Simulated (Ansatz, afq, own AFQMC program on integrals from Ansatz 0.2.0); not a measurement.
CH₃⁺, singlet in cc-pVDZ, levels against full CI

| atom | x (Å) | y (Å) | z (Å) |
| --- | --- | --- | --- |
| C | 0.0000 | 0.0000 | 0.0000 |
| H | 2.6738 | 0.0340 | -0.0006 |
| H | -1.3664 | 2.2986 | -0.0069 |
| H | -1.3075 | -2.3326 | 0.0074 |

Basis cc-pVDZ. Noble-gas cores (and the filled d shells of Ga–Kr and In–Xe) are frozen. AFQMC by an in-house program on the Cholesky factors that Ansatz 0.2.0 writes for its CCSD(T) run. The CISD trial takes its coefficients from CCSD amplitudes. Released means that phaseless walkers are propagated on without the constraint, phases kept. Uncertainties: one standard error, sampling alone.

Determinant: UHF, the one that the program's search chose, which needn't be the lowest solution. The geometry is a point of a scan.

Full CI on the same integrals is exact in this basis and with this determinant's frozen core.

Cautions: an unrestricted solution with more broken spin lies lower (43 meV, ⟨S²⟩ 2.01); strong correlation (T1 0.042, weight of the determinant 0.87, largest double 0.13); unrestricted determinant spin contaminated (⟨S²⟩ 1.95 against 0.00); CCSD(T) is in doubt: in a space of 6 electrons in 8 natural orbitals full CI lies 109 meV below it; the CCSDTQ amplitudes may be one of several solutions (largest double 0.67); the released energies are still falling, so no released level is given (meV from the phaseless value at times in 1/Eh: -35 ± 5 at 0.24, -58 ± 4 at 0.51, -76 ± 6 at 0.99, -97 ± 10 at 1.62, -252 ± 85 at 2.40); walk and cluster series may follow different spin states.

* T1 diagnostic: 0.0422
* weight of the determinant in the CISD state: 0.872
* ⟨S²⟩ of the determinant: 1.953
* size of the correlated space: 6 electrons in 28 orbitals

```tsv
level	correlation energy (eV)
MP2	-1.2251
CCSD	-2.0150
CCSD(T)	-2.0714
```

**Question.** Estimate where phaseless AFQMC with a CISD trial lies against CCSD(T) on the same integrals.

**Answer.** 0.94 ± 0.13 kcal/mol below CCSD(T).

Reference: full CI, correlation energy -2.322 eV. The cautions show a poor starting determinant, so the rows tell how each method copes with it here, and full CI is the sure value.

| level | E − E(reference) (kcal/mol) | share of correlation (%) |
| --- | --- | --- |
| CCSD(T) | 5.78 | 89.21 |
| CCSDT | 1.96 | 96.35 |
| CCSDT(Q) | 1.22 | 97.73 |
| CCSDTQ | 0.37 | 99.30 |
| ph-AFQMC/CISD | 4.84 ± 0.13 | 90.97 |

CCSDT and higher add their correlation energy to the determinant of the CCSD(T) run, since their own runs factorise the integrals more tightly (a shift of under 2 meV).
